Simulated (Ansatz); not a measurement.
# C2H3O2: the cost of one run

The runs use Ansatz 0.2.0; UKS B3LYP-D4/def2-SVP.

**1. The system as given**

7 atoms, charge 0, spin multiplicity 2.

Atoms are counted from 1 here; the program's logs count them from 0.

Bond lengths: C1–O2 1.359 Å, C1–H5 1.098 Å, C1–H6 1.095 Å, O2–C3 1.375 Å, C3–O4 1.208 Å, C3–H7 1.116 Å. Angles: O2–C1–H5 118.9°, O2–C1–H6 114.4°, H5–C1–H6 126.7°, C1–O2–C3 118.6°, O2–C3–O4 125.0°, O2–C3–H7 107.9°, O4–C3–H7 127.1°.

Coordinates:

```tsv
atom	x (Å)	y (Å)	z (Å)
C1	-0.7362	0.9077	-0.0815
O2	0.5082	0.4660	0.2397
C3	0.7901	-0.8714	0.0914
O4	0.0114	-1.7039	-0.3079
H5	-1.4764	0.1858	-0.4504
H6	-0.8851	1.9831	0.0603
H7	1.8492	-1.0353	0.4029
```

This geometry comes from a loose relaxation at PBE in a small basis, which is not shown.

**3. Setting up the map**

First coordinate, dihedral H5–C1–O2–C3: 12 values from −180 to 150 °, periodic. Second coordinate, dihedral C1–O2–C3–O4: 12 values from −180 to 150 °, periodic.

Relaxed at each point: all other coordinates. Energies count from the relaxed molecule at the same level.

(The set-up runs are not shown.)

**4. The run at dihedral H5–C1–O2–C3 = 0°, dihedral C1–O2–C3–O4 = 0°**

Input file input.yaml:

```yaml
crystal:
  periodic: [false, false, false]
  atoms:
    - { symbol: C, position_ang: [-0.737707, 0.905023, -0.083661] }
    - { symbol: O, position_ang: [0.505289, 0.455298, 0.236453] }
    - { symbol: C, position_ang: [0.788913, -0.86476, 0.092248] }
    - { symbol: O, position_ang: [0.022662, -1.695975, -0.302887] }
    - { symbol: H, position_ang: [-1.477186, 0.194421, -0.44865] }
    - { symbol: H, position_ang: [-0.880053, 1.972667, 0.060801] }
    - { symbol: H, position_ang: [1.83928, -1.034776, 0.400095] }
magnetization:
  spin_polarized: true
  initial_magnetization: 1
basis:
  gaussian: { orbitals: def2-SVP }
hamiltonian:
  xc: { name: B3LYP }
  dispersion: d4
output:
  forces: true
relax:
  f_tol: 0.02
  max_steps: 50
  escape_saddle: false
  constraints: [{ sites: [4, 0, 1, 2] }, { sites: [0, 1, 2, 3] }]
```

Started as:

```sh
ansatz run input.yaml --threads 1 --pin off --max-ram 2560MiB --backend cpu --events-out ev --progress --plain --runs-dir out
```

**Question.** How long does this run take on 1 thread of AMD EPYC 7R43 (Zen 3), shared host, and how much memory does it need?

About 2.5 s, with a peak of 0.18 GiB.
